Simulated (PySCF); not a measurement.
1,1,1-trichloro-2-fluoroethane, C2H2Cl3F.
Geometry (PBE0-D3(BJ)/def2-SVP, Å), atoms numbered from 1 in this order:
```
atom  x, y, z in Å
F1     0.6301   -1.2176    1.1775
C2     0.4183    0.0366    0.7140
C3    -0.3464    0.0024   -0.6047
Cl4   -1.9204   -0.7767   -0.3742
Cl5    0.5848   -0.8817   -1.8257
Cl6   -0.5719    1.6896   -1.1174
H7     1.3812    0.5429    0.5366
H8    -0.1795    0.6139    1.4380
```

The computed photoelectron lines, unassigned: C 1s: 294.28 (area 1), 295.63 (area 1) eV; F 1s: 693.43 eV; Cl 1s: 2829.40 eV; Cl 2p3/2: 206.81 eV.

Computed with PySCF 2.14.0, delta-SCF UKS SCAN, pcX-2 on the ionised atom, pcseg-1 elsewhere, spin-free X2C. Isolated species at its PBE0-D3(BJ)/def2-SVP geometry, gas phase.

Problem. Order the carbon atoms by C 1s binding energy.

Solution. 294.28 eV: C2 (sp3 C–F carbon); 295.63 eV: C3 (CCl3 carbon). The listed C 1s values span 1.35 eV, from C2 (bonded to F, C and 2 H) to C3 (bonded to 3 Cl and C). Summing the Pauling electronegativity differences to the bonded atoms, each weighted by its formal bond order, gives +0.73 for the lowest site and +1.83 for the highest.

Bonded neighbours of each site: F1: C; C2: F, C and 2 H; C3: 3 Cl and C; Cl4/Cl5/Cl6: C.

Problem. Give the binding energy of C 1s of C3 in hartree and in kJ/mol.

Solution. 295.63 eV = 10.8642 Eh = 28524 kJ/mol.

Topologically equivalent atoms share the value of their first member; where this conformer doesn't relate them by symmetry, their own values could differ. The 2p values aren't plain energy differences: one relaxed spin-free 2p hole is combined with a matrix within the shell (ground-state 2p orbital-energy differences and spin–orbit coupling). 2p3/2, the mean of its two sublevels, lies a third of the splitting below the shell's mean and 2p1/2 two thirds above it; the statistical areas are 2:1. 2p1/2 minus 2p3/2 (ligand field included): Cl 1.65 eV.
